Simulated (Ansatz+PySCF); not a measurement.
# doublet CH: levels of theory in one basis

```tsv
atom	x (Å)	y (Å)	z (Å)
C	0.0000	0.0000	-0.1938
H	0.0000	0.0000	1.1625
```

Basis set: 6-31G (spherical functions). Correlated methods keep 1 orbital frozen. Correlation on ROHF uses semicanonical orbitals with singles. Charge 0, multiplicity 2.

Computed with Ansatz (development build ahead of 0.2.0) and PySCF 2.14.0; each method stands on the lowest determinant of its kind that the runs found.

```tsv
method	E − E(ROHF) (eV)	<S²> of the determinant
ROHF	0.00	–
UHF	-0.07	0.97
ROHF-MP2	-1.37	–
ROHF-CCSD	-2.00	–
UHF-CCSD	-2.00	0.97
ROHF-CCSD(T)	-2.02	–
UHF-CCSD(T)	-2.02	0.97
full CI (lowest root of this spin)	-2.03	–
```

Task: What does UHF-MP2 give on the same scale?

Result: -1.31 eV.

Task: Is a single determinant a sound starting point here?

Result: Only with care. Unrestricted orbitals gain 0.07 eV and <S²> is 0.97 against 0.75 for a pure state, a contamination that matters most for the unrestricted series.

Caution for UHF, UHF-MP2, UHF-CCSD, UHF-CCSD(T): the unrestricted determinant is spin contaminated. Caution for UHF-MP2: another reference gives a lower total.
